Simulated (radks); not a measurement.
# N³⁺ in 1s1 2s2 3d1: an all-electron calculation

One table from this session's results is given with a row withheld; the runs are named, their logs left out.

Program: radks (a radial shooting solver on a logarithmic mesh, Libxc functionals) version 1. Level of theory: non-relativistic Kohn-Sham, r2SCAN, spin-unpolarised, spherical densities, point nucleus. These are calculated values, not measurements, unless marked.

## Starting point

* element: nitrogen (Z = 7)
* charge: +3
* electrons: 4
* configuration: 1s1 2s2 3d1

Outer shells as boxes (Hund's rule):

N³⁺
```
1s [↑ ]
2s [↑↓]
3d [↑ ][  ][  ][  ][  ]
```

Set-up of the first run:

Input:

```text
Z 7
configuration 1s1 2s2 3d1 2p0 3s0
relativity non-relativistic
functional r2scan,r2scan
spin unpolarised
nucleus point
```

Among the steps run: Self-consistent calculation.

One of the session's tables, all rows but one given; the rest of the session is left out.

It belongs to the step «Orbitals and density». Radial moments (bohr):

```
level     <r>  outermost maximum (interpolated)  90 % within  nodes
   1s  0.2182                             0.144        0.388      0
   2s  0.9898                             0.835         1.52      1
   2p  0.8910                             0.700         1.44      0
   3s       ?                                 ?            ?      ?
   3d   2.459                              2.08         3.78      0
```

Estimate the missing values for 3s.

As computed: <r>: 2.661; outermost maximum (interpolated): 2.45; 90 % within: 3.85; nodes: 2. In the column «<r>» it is the highest.
